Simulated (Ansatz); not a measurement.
# BF (singlet): from Hartree-Fock to the top rungs at distance B1–F2 = 1.117 Å, cc-pVDZ

One table from this session's results is given with a row withheld; the runs are named, their logs left out.

Program: Ansatz 0.2.0, Gaussian basis. Level of theory: cc-pVDZ, core rule «outside noble gas», up to 2 orbitals frozen. These are calculated values, not measurements.

Plan: UHF; CCSD(T) on RHF; BCCD(T) on RHF; CISD; CCSDT(Q) on RHF; CCSDTQ on RHF; CASSCF and MRCISD+Q, 2 electrons in 2 orbitals; CASSCF and NEVPT2, 2 electrons in 2 orbitals.

32 further runs of the same task are left out: 14 for a known fault of the program, 14 that didn't finish, 4 set aside as unsound or not needed.

**The geometry**

The geometry derives from a PBE0/def2-TZVP stationary point (not a proven minimum). One bond is set to the value named and the two fragments are kept rigid.

2 atoms, charge 0, spin multiplicity 1.

Atoms are counted from 1 here; the program's logs count them from 0.

Bond lengths: B1–F2 1.117 Å.

Set-up of the first run:

Contents of in.yaml:

```yaml
crystal:
  periodic: [false, false, false]
  atoms:
    - {symbol: B, position_ang: [0.000000, 0.000000, 0.000000]}
    - {symbol: F, position_ang: [0.000000, 0.000000, 1.117000]}
basis:
  gaussian: {orbitals: cc-pVDZ}
magnetization: {spin_polarized: true, initial_magnetization: 0}
hamiltonian: {xc: hf}
output: {orbitals: {seedname: orbitals}}
```

On the command line:

```bash
$ ansatz run in.yaml --threads 1 --pin off --events-out ev --progress --plain --max-ram 2393MiB
```

Among the steps run: UHF; CCSD(T) on RHF; BCCD(T) on RHF; CISD; CCSDT(Q) on RHF; CCSDTQ on RHF; CASSCF and MRCISD+Q, 2 electrons in 2 orbitals; CASSCF and NEVPT2, 2 electrons in 2 orbitals.

One of the session's tables, all rows but one given; the rest of the session is left out.

```
       method  from RCCSDTQ (kJ/mol)
          RHF                 +696.9
         RMP2                  +56.4
         CISD                  +55.1
        RCCSD                  +15.9
     RCCSD(T)                   +2.0
      BCCD(T)                      ?
       RCCSDT                   +1.2
    RCCSDT(Q)                   -0.1
      RCCSDTQ                      0
  CASSCF pair                 +653.2
  NEVPT2 pair                  +58.0
  MRCISD pair                  +46.2
MRCISD+Q pair                   +8.1
```

Q: Estimate the row for BCCD(T) from the others.

As computed: from RCCSDTQ (kJ/mol): +1.7. In the column «from RCCSDTQ (kJ/mol)» it lies between RCCSDT (+1.2) and RCCSD(T) (+2.0).
